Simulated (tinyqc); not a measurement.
Inside a calculation. Method: RKS/B3LYP (VWN-RPA form) in the sto-6g basis, for H2O, spin multiplicity 1. One step of it, computed by the program tinyqc.

Problem. Iteration 1: building the Kohn-Sham matrix. J_ij = sum D_kl (ij|kl), K_ij = sum D_kl (ik|jl); F = H + J - 0.1 K + V_xc; E = tr D H + tr D J / 2 - 0.05 tr D K + E_xc + E_nn.

D at the start, order 1O 1s, 1O 2s, 1O 2px, 1O 2py, 1O 2pz, 2H 1s, 3H 1s:
$$\begin{pmatrix}
2.138321 & -0.482037 & 0.000000 & -0.000327 & 0.014711 & -0.012534 & -0.012769 \\
-0.482037 & 2.095304 & 0.000000 & 0.002307 & -0.083692 & 0.044432 & 0.044034 \\
0.000000 & 0.000000 & 1.307634 & 0.000000 & 0.000000 & 0.000000 & 0.000000 \\
-0.000327 & 0.002307 & 0.000000 & 1.193043 & 0.001640 & 0.113665 & -0.112805 \\
0.014711 & -0.083692 & 0.000000 & 0.001640 & 1.226482 & 0.069692 & 0.068964 \\
-0.012534 & 0.044432 & 0.000000 & 0.113665 & 0.069692 & 0.990476 & 0.070111 \\
-0.012769 & 0.044034 & 0.000000 & -0.112805 & 0.068964 & 0.070111 & 0.991194
\end{pmatrix}$$

core Hamiltonian H = T + V (hartree), order 1O 1s, 1O 2s, 1O 2px, 1O 2py, 1O 2pz, 2H 1s, 3H 1s:
$$\begin{pmatrix}
-32.908005 & -7.273108 & 0.000000 & 0.000479 & -0.017502 & -1.272098 & -1.355762 \\
-7.273108 & -9.128579 & 0.000000 & 0.004933 & -0.201611 & -2.933815 & -3.075323 \\
0.000000 & 0.000000 & -7.376924 & 0.000000 & 0.000000 & 0.000000 & 0.000000 \\
0.000479 & 0.004933 & 0.000000 & -7.477186 & 0.002954 & -1.558669 & 1.618887 \\
-0.017502 & -0.201611 & 0.000000 & 0.002954 & -7.464333 & -1.517609 & -1.573941 \\
-1.272098 & -2.933815 & 0.000000 & -1.558669 & -1.517609 & -4.581495 & -1.322290 \\
-1.355762 & -3.075323 & 0.000000 & 1.618887 & -1.573941 & -1.322290 & -4.669211
\end{pmatrix}$$

Two-electron integrals (ij|kl) in chemists' order, unique and non-zero (hartree):
```
(11|11) 4.787491    (21|11) 0.675884    (21|21) 0.121505    (22|11) 1.117379
(22|21) 0.249212    (22|22) 0.817383    (31|31) 0.025762    (32|31) 0.039145
(32|32) 0.180664    (33|11) 1.117381    (33|21) 0.249212    (33|22) 0.817382
(33|33) 0.880663    (41|41) 0.025762    (42|41) 0.039145    (42|42) 0.180664
(43|43) 0.047461    (44|11) 1.117381    (44|21) 0.249212    (44|22) 0.817382
(44|33) 0.785741    (44|44) 0.880663    (51|51) 0.025762    (52|51) 0.039145
(52|52) 0.180664    (53|53) 0.047461    (54|54) 0.047461    (55|11) 1.117381
(55|21) 0.249212    (55|22) 0.817382    (55|33) 0.785741    (55|44) 0.785741
(55|55) 0.880663    (61|11) 0.125026    (61|21) 0.021551    (61|22) 0.043263
(61|33) 0.043171    (61|41) 0.000772    (61|42) 0.001512    (61|44) 0.043319
(61|51) 0.000721    (61|52) 0.001412    (61|54) 0.000138    (61|55) 0.043300
(61|61) 0.003896    (62|11) 0.315367    (62|21) 0.071378    (62|22) 0.260654
(62|33) 0.256248    (62|41) 0.004189    (62|42) 0.031426    (62|44) 0.263307
(62|51) 0.003912    (62|52) 0.029349    (62|54) 0.006592    (62|55) 0.262405
(62|61) 0.012740    (62|62) 0.105165    (63|31) 0.007778    (63|32) 0.044287
(63|43) 0.006425    (63|53) 0.006000    (63|63) 0.014546    (64|11) 0.170441
(64|21) 0.039110    (64|22) 0.152301    (64|33) 0.145529    (64|41) 0.009764
(64|42) 0.061445    (64|44) 0.162366    (64|51) 0.001855    (64|52) 0.016024
(64|54) 0.009724    (64|55) 0.149007    (64|61) 0.007286    (64|62) 0.074692
(64|64) 0.066970    (65|11) 0.159178    (65|21) 0.036526    (65|22) 0.142236
(65|33) 0.135912    (65|41) 0.001855    (65|42) 0.016024    (65|44) 0.139636
(65|51) 0.009510    (65|52) 0.059252    (65|54) 0.009903    (65|55) 0.151160
(65|61) 0.006804    (65|62) 0.069756    (65|64) 0.048960    (65|65) 0.060270
(66|11) 0.471779    (66|21) 0.108764    (66|22) 0.455403    (66|33) 0.437624
(66|41) 0.007961    (66|42) 0.082597    (66|44) 0.466112    (66|51) 0.007435
(66|52) 0.077139    (66|54) 0.026606    (66|55) 0.462471    (66|61) 0.019590
(66|62) 0.237372    (66|64) 0.192229    (66|65) 0.179526    (66|66) 0.774999
(71|11) 0.133308    (71|21) 0.022975    (71|22) 0.046111    (71|33) 0.046012
(71|41) -0.000823   (71|42) -0.001610   (71|44) 0.046170    (71|51) 0.000768
(71|52) 0.001503    (71|54) -0.000148   (71|55) 0.046150    (71|61) 0.004100
(71|62) 0.013179    (71|64) 0.006885    (71|65) 0.007041    (71|66) 0.020065
(71|71) 0.004428    (72|11) 0.331394    (72|21) 0.074982    (72|22) 0.273220
(72|33) 0.268632    (72|41) -0.004397   (72|42) -0.032778   (72|44) 0.275987
(72|51) 0.004105    (72|52) 0.030599    (72|54) -0.006866   (72|55) 0.275042
(72|61) 0.012990    (72|62) 0.090181    (72|64) 0.044206    (72|65) 0.058216
(72|66) 0.167045    (72|71) 0.014263    (72|72) 0.114782    (73|31) 0.008233
(73|32) 0.046670    (73|43) -0.006725   (73|53) 0.006278    (73|63) 0.012170
(73|73) 0.016015    (74|11) -0.177486   (74|21) -0.040720   (74|22) -0.158241
(74|33) -0.151168   (74|41) 0.010309    (74|42) 0.064483    (74|44) -0.168768
(74|51) -0.001938   (74|52) -0.016628   (74|54) 0.010153    (74|55) -0.154785
(74|61) -0.006720   (74|62) -0.043646   (74|64) -0.009699   (74|65) -0.027586
(74|66) -0.072158   (74|71) -0.008090   (74|72) -0.080817   (74|74) 0.072268
(75|11) 0.165684    (75|21) 0.038012    (75|22) 0.147718    (75|33) 0.141116
(75|41) -0.001938   (75|42) -0.016628   (75|44) 0.144991    (75|51) 0.010043
(75|52) 0.062193    (75|54) -0.010342   (75|55) 0.157048    (75|61) 0.006881
(75|62) 0.057851    (75|64) 0.027724    (75|65) 0.048901    (75|66) 0.117259
(75|71) 0.007552    (75|72) 0.075443    (75|74) -0.052512   (75|75) 0.065036
(76|11) 0.129478    (76|21) 0.029650    (76|22) 0.118378    (76|33) 0.115357
(76|41) 0.000014    (76|42) 0.000160    (76|44) 0.117260    (76|51) 0.002470
(76|52) 0.022397    (76|54) 0.000045    (76|55) 0.122518    (76|61) 0.005252
(76|62) 0.048980    (76|64) 0.030105    (76|65) 0.036493    (76|66) 0.118781
(76|71) 0.005596    (76|72) 0.050913    (76|74) -0.030845   (76|75) 0.037648
(76|76) 0.028738    (77|11) 0.482690    (77|21) 0.111248    (77|22) 0.464371
(77|33) 0.446064    (77|41) -0.008267   (77|42) -0.084854   (77|44) 0.475410
(77|51) 0.007718    (77|52) 0.079212    (77|54) -0.027395   (77|55) 0.471637
(77|61) 0.019256    (77|62) 0.162494    (77|64) 0.070991    (77|65) 0.114889
(77|66) 0.329076    (77|71) 0.021365    (77|72) 0.250092    (77|74) -0.200882
(77|75) 0.187524    (77|76) 0.118781    (77|77) 0.774999
```

nuclear repulsion = 8.14915098 hartree

V_xc (hartree), order 1O 1s, 1O 2s, 1O 2px, 1O 2py, 1O 2pz, 2H 1s, 3H 1s:
$$\begin{pmatrix}
-2.519939 & -0.303627 & 0.000000 & -0.000003 & 0.000354 & -0.058624 & -0.062510 \\
-0.303627 & -0.637249 & 0.000000 & 0.000430 & -0.010040 & -0.201038 & -0.211194 \\
0.000000 & 0.000000 & -0.630950 & 0.000000 & 0.000000 & 0.000000 & 0.000000 \\
-0.000003 & 0.000430 & 0.000000 & -0.639995 & 0.000417 & -0.119525 & 0.124817 \\
0.000354 & -0.010040 & 0.000000 & 0.000417 & -0.638965 & -0.115842 & -0.120693 \\
-0.058624 & -0.201038 & 0.000000 & -0.119525 & -0.115842 & -0.399869 & -0.088896 \\
-0.062510 & -0.211194 & 0.000000 & 0.124817 & -0.120693 & -0.088896 & -0.403857
\end{pmatrix}$$

E_xc = sum of w rho eps_xc = -7.58956353 hartree

Give: Coulomb J; exchange K; Kohn-Sham matrix F; total energy of this density.

Solution.

Coulomb J (hartree), order 1O 1s, 1O 2s, 1O 2px, 1O 2py, 1O 2pz, 2H 1s, 3H 1s:
$$\begin{pmatrix}
17.2299 & 3.0415 & 0.0000 & -0.0003 & 0.0138 & 0.5446 & 0.5806 \\
3.0415 & 7.9917 & 0.0000 & -0.0022 & 0.1584 & 2.5823 & 2.7062 \\
0.0000 & 0.0000 & 7.9560 & 0.0000 & 0.0000 & 0.0000 & 0.0000 \\
-0.0003 & -0.0022 & 0.0000 & 8.0128 & -0.0008 & 1.5135 & -1.5728 \\
0.0138 & 0.1584 & 0.0000 & -0.0008 & 8.0063 & 1.4636 & 1.5197 \\
0.5446 & 2.5823 & 0.0000 & 1.5135 & 1.4636 & 4.7879 & 1.2057 \\
0.5806 & 2.7062 & 0.0000 & -1.5728 & 1.5197 & 1.2057 & 4.8629
\end{pmatrix}$$

exchange K (hartree), order 1O 1s, 1O 2s, 1O 2px, 1O 2py, 1O 2pz, 2H 1s, 3H 1s:
$$\begin{pmatrix}
9.9430 & 1.5485 & 0.0000 & -0.0008 & 0.0152 & 0.3159 & 0.3360 \\
1.5485 & 2.7025 & 0.0000 & -0.0056 & 0.1380 & 1.0889 & 1.1366 \\
0.0000 & 0.0000 & 1.7066 & 0.0000 & 0.0000 & 0.0000 & 0.0000 \\
-0.0008 & -0.0056 & 0.0000 & 1.7918 & -0.0031 & 0.4918 & -0.5122 \\
0.0152 & 0.1380 & 0.0000 & -0.0031 & 1.7833 & 0.5289 & 0.5459 \\
0.3159 & 1.0889 & 0.0000 & 0.4918 & 0.5289 & 1.2828 & 0.5307 \\
0.3360 & 1.1366 & 0.0000 & -0.5122 & 0.5459 & 0.5307 & 1.3188
\end{pmatrix}$$

Kohn-Sham matrix F (hartree), order 1O 1s, 1O 2s, 1O 2px, 1O 2py, 1O 2pz, 2H 1s, 3H 1s:
$$\begin{pmatrix}
-19.1924 & -4.6901 & 0.0000 & 0.0003 & -0.0049 & -0.8177 & -0.8713 \\
-4.6901 & -2.0444 & 0.0000 & 0.0037 & -0.0670 & -0.6614 & -0.6939 \\
0.0000 & 0.0000 & -0.2226 & 0.0000 & 0.0000 & 0.0000 & 0.0000 \\
0.0003 & 0.0037 & 0.0000 & -0.2836 & 0.0029 & -0.2138 & 0.2222 \\
-0.0049 & -0.0670 & 0.0000 & 0.0029 & -0.2754 & -0.2227 & -0.2295 \\
-0.8177 & -0.6614 & 0.0000 & -0.2138 & -0.2227 & -0.3217 & -0.2585 \\
-0.8713 & -0.6939 & 0.0000 & 0.2222 & -0.2295 & -0.2585 & -0.3421
\end{pmatrix}$$

total energy of this density = -76.487696 hartree

This density is the starting one; it is not idempotent, so its energy is not variational and may lie below the converged one.
